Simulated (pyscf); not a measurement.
Optimised with ωB97X-D3(BJ)/def2-SVP in PySCF. MP2 and CC: frozen core, UHF for open shells. ΔMP2 is the change of the MP2 total energy from the triple- to the quadruple-zeta basis.

Q: Estimate the classical barrier height and the reaction energy of O=SiH–OH + ammonia (NH₃) -> H₂N–SiH=O + water (H₂O) at CCSD(T)/def2-TZVPP + ΔMP2(QZVPP). The step runs on the singlet surface, breaks O–Si, H–N and forms N–Si, H–O; take the separated reactants as zero.

A: ΔE‡ = 8.2 kJ/mol, ΔE = +30.6 kJ/mol. Zero-point energy shifts the barrier by +2.5 kJ/mol. It is a four-centre exchange, with an imaginary mode of 1165i cm⁻¹. On the reactant side the descent ends in an adduct with a N–Si contact, 127.2 kJ/mol under the separated species and 123.8 kJ/mol under the saddle at ωB97X-D3(BJ)/def2-TZVP. On the product side the descent ends in an adduct with a O–Si contact, 74.0 kJ/mol under the separated species and 39.3 kJ/mol under the saddle at ωB97X-D3(BJ)/def2-TZVP. At CCSD(T) the saddle lies under the separated products, which points to a path from their complex (located at ωB97X-D3(BJ) alone), and parting the products costs more than the saddle. What is counted as formed (N–Si) is already present as a longer contact in the reactant adduct; forming that adduct is a step of its own. What is counted as broken (O–Si) persists as a longer contact in the product adduct; parting that adduct is a step of its own. At ωB97X-D3(BJ)/def2-TZVP the barrier from the zero used here is -3.4 kJ/mol. The same reactants have a lower exit, to H₂N–SiH(OH)–OH (barrier -68.8 kJ/mol at ωB97M-D3(BJ)/def2-TZVP, against +1.0 kJ/mol here). O=SiH–OH lies 41.2 kJ/mol over its isomer HO–Si:–OH [singlet] (electronic energy, ωB97M-D3(BJ)/def2-TZVP). H₂N–SiH=O lies 30.9 kJ/mol over its isomer H₂N–Si:–OH [singlet] (electronic energy, ωB97M-D3(BJ)/def2-TZVP). This is the saddle that the search found; another between the same sides may lie lower. The CCSD(T) − MP2 part came from Ansatz, without density fitting, on the same reference.
